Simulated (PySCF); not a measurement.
# Atomic charges by several schemes

Compound: C5H7F.
Z-matrix (Å and degrees, GFN2-xTB geometry), rows numbered from 1:
```
F 
C   1  1.3770
C   2  1.5080  1  110.55
C   3  1.4990  2  118.65  1   155.71
C   4  1.4962  3   96.10  2  -159.06
C   4  1.4811  3   60.47  2  -108.37
H   2  1.0950  1  106.68  3   121.38
H   2  1.0960  1  106.27  3  -121.21
H   3  1.0879  2  113.11  1   -58.49
H   4  1.0680  3  131.62  6   126.30
H   5  1.0822  4  117.65  6   107.33
H   5  1.0841  4  119.00  6  -108.53
H   6  1.0679  3  131.54  4  -126.20
```

Density: PBE0/pcSseg-1 (PySCF); schemes: Mulliken, IAO, Hirshfeld and ESP-fitted. Geometry: GFN2-xTB, one conformer, isolated molecule.

Q: Give the atomic charges in each scheme.

A: In e:

| atom | environment | Mulliken | IAO | Hirshfeld | ESP-fitted |
| --- | --- | --- | --- | --- | --- |
| F1 | alkyl fluorine | -0.345 | -0.331 | -0.131 | -0.236 |
| C2 | sp3 C–F carbon | +0.268 | +0.039 | +0.025 | +0.073 |
| C3 | three-membered-ring carbon | -0.279 | -0.132 | -0.041 | -0.168 |
| C4 | sp3 carbon at a ring junction | -0.144 | -0.163 | -0.055 | -0.147 |
| C5 | three-membered-ring carbon | -0.129 | -0.268 | -0.078 | -0.407 |
| C6 | sp3 carbon at a ring junction | -0.124 | -0.155 | -0.052 | -0.105 |
| H7 | methylene hydrogen | +0.088 | +0.135 | +0.043 | +0.086 |
| H8 | methylene hydrogen | +0.109 | +0.141 | +0.045 | +0.082 |
| H9 | methine hydrogen | +0.120 | +0.132 | +0.037 | +0.151 |
| H10 | methine hydrogen | +0.093 | +0.161 | +0.058 | +0.160 |
| H11 | methylene hydrogen | +0.123 | +0.145 | +0.049 | +0.194 |
| H12 | methylene hydrogen | +0.123 | +0.133 | +0.039 | +0.152 |
| H13 | methine hydrogen | +0.096 | +0.164 | +0.061 | +0.167 |

Mean size of the charges over all atoms: ESP-fitted 0.164 e, IAO 0.161 e, Mulliken 0.157 e, Hirshfeld 0.055 e. Each set sums to the total charge, 0, to within 0.001 e. The ESP scheme is a least-squares fit of atom-centred charges to the potential on four shells outside the van der Waals surface, with the total charge fixed.

Lowest charge. The schemes don't all agree: Mulliken F1 (-0.345); IAO F1 (-0.331); Hirshfeld F1 (-0.131); ESP-fitted C5 (-0.407).

Highest charge. The schemes don't all agree: Mulliken C2 (+0.268); IAO H13 (+0.164); Hirshfeld H13 (+0.061); ESP-fitted H11 (+0.194).

Q: How many electrons does the IAO scheme count on F1?

A: Z − q = 9 − (-0.331) = 9.331.

Q: Sum the charges by element, for elements with more than one atom.

A: 
| element | atoms | Mulliken | IAO | Hirshfeld | ESP-fitted |
| --- | --- | --- | --- | --- | --- |
| C | 5 | -0.408 | -0.679 | -0.202 | -0.755 |
| H | 7 | +0.753 | +1.010 | +0.333 | +0.990 |

Q: How closely do the schemes follow one another over all atoms?

A: Correlation coefficient and root-mean-square difference: IAO with Hirshfeld 0.99, 0.115 e; IAO with ESP-fitted 0.95, 0.057 e; Hirshfeld with ESP-fitted 0.92, 0.130 e; Mulliken with Hirshfeld 0.89, 0.126 e; Mulliken with IAO 0.87, 0.091 e; Mulliken with ESP-fitted 0.81, 0.110 e.
